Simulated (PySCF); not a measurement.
Frontier orbitals and the lowest excitations

Species: C₂H₃N₂P.
SMILES with atom numbers: `[cH:1]1[n:2][nH:3][cH:4][p:5]1` (hydrogens: H6 on C1; H7 on N3; H8 on C4)

Cartesian coordinates in Å at the GFN2-xTB level; atoms count from 1:
```
atom  x, y, z in Å
C1     1.3481   -0.1694   -0.1046
N2     0.7079    0.9657   -0.0272
N3    -0.5886    0.7462    0.0600
C4    -0.9874   -0.5399    0.0530
P5     0.3477   -1.6201   -0.0731
H6     2.4202   -0.1488   -0.1810
H7    -1.2035    1.5457    0.1268
H8    -2.0353   -0.7700    0.1215
```

Theory: PySCF 2.14.0, density-fitted response routines, TDDFT wB97X-D/def2-SVPD, vertical, gas phase, core orbitals frozen in the response.

Kohn–Sham orbitals with the atoms that hold most of them (Löwdin shares over 4%, at most four atoms; ? is withheld):

```json
{"orbital": "LUMO+2", "ε (eV)": "2.34", "atoms": "C4 34%, H7 25%, H8 18%, N3 10%"}
{"orbital": "LUMO+1", "ε (eV)": "2.01", "atoms": "N2 31%, C1 30%, P5 21%, N3 8%"}
{"orbital": "LUMO", "ε (eV)": "1.11", "atoms": "?"}
{"orbital": "HOMO", "ε (eV)": "?", "atoms": "P5 40%, C4 23%, C1 12%, N3 12%"}
{"orbital": "HOMO-1", "ε (eV)": "-9.68", "atoms": "?"}
{"orbital": "HOMO-2", "ε (eV)": "-9.98", "atoms": "C1 28%, N2 26%, N3 21%, C4 16%"}
{"orbital": "HOMO-3", "ε (eV)": "-11.21", "atoms": "P5 37%, N2 23%, C4 13%, C1 12%"}
```

Which atoms hold the HOMO-1, and with what shares?

P5 (bonded to 2 C) 43%; N2 (bonded to C and N) 34%; C1 (bonded to N, P and H) 11%; C4 (bonded to N, P and H) 5%. By element: phosphorus 43%, nitrogen 34% or more, carbon 16%.

Which atoms hold the LUMO, and with what shares?

P5 (bonded to 2 C) 35%; C4 (bonded to N, P and H) 31%; N3 (bonded to C, N and H) 17%; C1 (bonded to N, P and H) 7%. By element: carbon 38%, phosphorus 35%, nitrogen 17% or more.

What is the HOMO energy, and the HOMO–LUMO gap?

ε(HOMO) = -8.88 eV; the gap is 9.99 eV (0.3671 hartree).

The HOMO–LUMO gap is 9.99 eV. Where does the response calculation put the lowest singlet, and from which orbitals?

S1 is at 5.84 eV (f = 0.111), 4.15 eV below the gap, made of HOMO→LUMO (87%). Without the coupling terms of the response equations the lowest excitation would equal the gap.

One configuration dominates each of S1, S2 and S4. Which, and how do the shares of the two leading atoms of either orbital change from the occupied to the empty one?

- S1 (5.84 eV, f 0.111), HOMO→LUMO (87%): P5 40% → 35%, C4 23% → 31%
- S2 (5.85 eV, f 0.010), HOMO-1→LUMO (94%): P5 43% → 35%, N2 34% → at most 7%, C4 5% → 31%
- S4 (6.41 eV, f 0.0001), HOMO-1→LUMO+1 (86%): P5 43% → 21%, N2 34% → 31%, C1 11% → 30%
